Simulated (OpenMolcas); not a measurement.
# One shape, several levels: singlet [NH2]+

Wanted: a comparison of 6 runs (B3LYP/pcseg-0, M06-2X/pcseg-0, r2SCAN/pcseg-0, MP2/pcseg-0, CISD/pcseg-0, CCSD(T)/pcseg-0) of singlet [NH2]+. 

The calculation is run with OpenMolcas 26.06.

**1. The system as given**

[NH2]+ has 3 atoms, charge +1, and is taken as a singlet. As SMILES of the parent species, `[NH2]`. The coordinates come from a GFN2-xTB relaxation. That shape belongs to the parent species and isn't relaxed for this state.

Bond lengths: N1–H2 1.014 Å, N1–H3 1.014 Å. Angles: H2–N1–H3 110.0°.

**2. A single-point energy at B3LYP/pcseg-0 (run 1)**

calc.inp reads:

```
* H2N Kohn-Sham DFT

&GATEWAY
  BASLIB=$CurrDir
  BASISSET
  N.pcseg-0....
  N1 0.307180 -0.182210 0.151440 angstrom
  End of Basis
  BASISSET
  H.pcseg-0....
  H2 0.155580 0.820260 0.174790 angstrom
  H3 -0.462760 -0.638040 -0.326220 angstrom
  End of Basis

&SEWARD
  GRIDINPUT
  Grid=UltraFine
  End of Grid

&SCF
  CHARGE=1
  KSDFT=B3LYP
  THRESHOLDS=1e-10 1e-07 1e-07 1e-05
  PRORBITALS=1 1
```

The basis set pcseg-0 is read from a file made from the Basis Set Exchange's data (not shown).

The run is started by

```sh
$ export MOLCAS_MEM=1860
$ pymolcas calc.inp > calc.log
```

Standard output:

```text
--- Start Module: gateway ---
[...]
--- Stop Module: gateway /rc=_RC_ALL_IS_WELL_ ---
--- Start Module: seward ---
[...]
      Basis functions           13
--- Stop Module: seward /rc=_RC_ALL_IS_WELL_ ---
--- Start Module: scf ---
[...]
       Convergence after  12 Iterations
[...]
::    Total KS-DFT energy                             -55.2499421280
[...]
      Total spin, S                                     0.0000000000
[...]
      Total electronic charge=    8.000000
      Total            charge=    1.000000
[...]
      Dipole Moment (debye):
      Origin of the operator (angstrom)=    0.2492   -0.1478    0.1229
                   X= -2.0749E+00               Y=  1.2308E+00               Z= -1.0229E+00           Total=  2.6204E+00
      Center of Charge (angstrom)
[...]
--- Stop Module: scf /rc=_RC_ALL_IS_WELL_ ---
[...]
```

Run time: 3.9 s. Hardware: 1 thread of AMD EPYC 7R43 (Zen 3), shared host; peak memory 0.37 GiB.

**3. The energy at M06-2X/pcseg-0 (run 2)**

calc.input reads:

```
&GATEWAY
 BasLib=$CurrDir
 BasisSet
 N.pcseg-0....
 N1 0.307180 -0.182210 0.151440 angstrom
 End of Basis
 BasisSet
 H.pcseg-0....
 H2 0.155580 0.820260 0.174790 angstrom
 H3 -0.462760 -0.638040 -0.326220 angstrom
 End of Basis

&SEWARD
 GridInput
 Grid=UltraFine
 End of Grid

&SCF
 Charge=1
 KSDFT=M062X
 Thresholds=1e-10 1e-07 1e-07 1e-05
 PrOrbitals=1 1
```

The basis set pcseg-0 is read from a file made from the Basis Set Exchange's data (not shown).

The run is started by

```sh
$ export MOLCAS_MEM=1860
$ pymolcas calc.input > calc.log
```

Standard output:

```text
--- Start Module: gateway ---
[...]
--- Stop Module: gateway /rc=_RC_ALL_IS_WELL_ ---
--- Start Module: seward ---
[...]
      Basis functions           13
--- Stop Module: seward /rc=_RC_ALL_IS_WELL_ ---
--- Start Module: scf ---
[...]
       Convergence after  13 Iterations
[...]
::    Total KS-DFT energy                             -55.2222594896
[...]
      Total spin, S                                     0.0000000000
[...]
      Total electronic charge=    8.000000
      Total            charge=    1.000000
[...]
      Dipole Moment (debye):
      Origin of the operator (angstrom)=    0.2492   -0.1478    0.1229
                   X= -2.1000E+00               Y=  1.2457E+00               Z= -1.0353E+00           Total=  2.6520E+00
      Center of Charge (angstrom)
[...]
--- Stop Module: scf /rc=_RC_ALL_IS_WELL_ ---
[...]
```

It took 4.5 s on 1 thread of AMD EPYC 7R43 (Zen 3), shared host; peak memory 0.37 GiB.

Runs 3 to 5 aren't shown in full; the table further down has their settings and results.

**4. The energy at CCSD(T)/pcseg-0 (run 6)**

calc.inp reads:

```
&GATEWAY
 BASLIB=$CurrDir
 BASISSET
 N.pcseg-0....
 N1 0.307180 -0.182210 0.151440 angstrom
 End of Basis
 BASISSET
 H.pcseg-0....
 H2 0.155580 0.820260 0.174790 angstrom
 H3 -0.462760 -0.638040 -0.326220 angstrom
 End of Basis

&SEWARD

&SCF
 CHARGE=1
 THRESHOLDS=1e-10 1e-07 1e-07 1e-05
 PRORBITALS=1 1

&RASSCF
 FILEORB=$Project.ScfOrb
 SPIN=1
 NACTEL=0 0 0
 INACTIVE=4
 RAS2=0
 OUTORBITALS=Canonical
 ORBLISTING=Nothing

&MOTRA
 JOBIPH
 FROZEN=1

&CCSDT
 CCT
 TRIPLES=2
 ITERATIONS=80
 ACCURACY=1e-08
 EXTRAPOLATION=5 4
```

The basis set pcseg-0 is read from a file made from the Basis Set Exchange's data (not shown).

The run is started by

```sh
$ export MOLCAS_MEM=1860
$ pymolcas calc.inp > calc.log
```

Standard output:

```text
--- Start Module: gateway ---
[...]
--- Stop Module: gateway /rc=_RC_ALL_IS_WELL_ ---
[...]
      Basis functions           13
[...]
       Convergence after  12 Iterations
[...]
::    Total SCF energy                                -54.9588377462
[...]
      Total spin, S                                     0.0000000000
[...]
      Number of active orbitals                  0
[...]
      Spin quantum number                      0.0
[...]
      Active orbitals                            0
[...]
      Number of CSFs                             1
[...]
      Number of root(s) required                 1
[...]
      Convergence after  4 iterations
[...]
      Natural orbitals and occupation numbers for root  1
      ************************************************************************************************************************
      *                                                    Final results                                                     *
      ************************************************************************************************************************
[...]
::    RASSCF root number  1 Total energy:    -54.95883775
[...]
      Total electronic charge=    8.000000
      Total            charge=    1.000000
[...]
      Dipole Moment (debye):
      Origin of the operator (angstrom)=    0.2492   -0.1478    0.1229
                   X= -2.1553E+00               Y=  1.2785E+00               Z= -1.0625E+00           Total=  2.7219E+00
      Center of Charge (angstrom)
[...]
--- Start Module: motra ---
[...]
--- Stop Module: motra /rc=_RC_ALL_IS_WELL_ ---
--- Start Module: ccsdt ---
[...]
      Convergence after                    17  Iterations
      Total energy (diff) :     -55.05437527       0.00000000
[...]
 METHOD                       : CCSD+T(CCSD)+<T3(1)WT1> = CCSD(T)
[...]
       CCSD     =       -55.0543752715464
[...]
```

Wall time 3.3 s (1 thread of AMD EPYC 7R43 (Zen 3), shared host); peak memory 0.36 GiB.

**5. The series**

| run | level | integration grid | frozen core orbitals | energy (Eh) | HOMO energy (eV) | LUMO energy (eV) | HOMO–LUMO gap (eV) | wall time |
| --- | --- | --- | --- | --- | --- | --- | --- | --- |
| 1 | B3LYP/pcseg-0 | UltraFine | – | -55.249942 | -19.98 | -16.85 | 3.12 | 3.9 s |
| 2 | M06-2X/pcseg-0 | UltraFine | – | -55.222259 | -22.03 | -14.70 | 7.34 | 4.5 s |
| 3 | r2SCAN/pcseg-0 | UltraFine | – | -55.200937 | -18.88 | -17.75 | 1.13 | 4.5 s |
| 4 | MP2/pcseg-0 | – | 1 | -55.032978 | -25.12 | -10.04 | 15.07 | 2.1 s |
| 5 | CISD/pcseg-0 | – | 1 | -55.051170 | -25.12 | -10.04 | 15.07 | 2.2 s |
| 6 | CCSD(T)/pcseg-0 | – | 1 | -55.056034 | -25.12 | -10.04 | 15.07 | 3.3 s |

**6. Outcome**

```
                                         quantity         value
                              run 6: total energy  -55.05603 Eh
       run 6: HOMO energy (Hartree–Fock orbitals)     -25.12 eV
       run 6: LUMO energy (Hartree–Fock orbitals)     -10.04 eV
     run 6: HOMO–LUMO gap (Hartree–Fock orbitals)      15.07 eV
run 6: correlation energy (1 core orbital frozen)     -97.2 mEh
                            run 6: (T) correction     -1.66 mEh
```

What this shows: Over runs 1, 2, 3 the HOMO–LUMO gap runs from 1.13 eV (r2SCAN/pcseg-0) to 7.34 eV (M06-2X/pcseg-0). Totals of different functionals can't be ranked against each other. All runs together took 21 s, the longest 4.5 s.
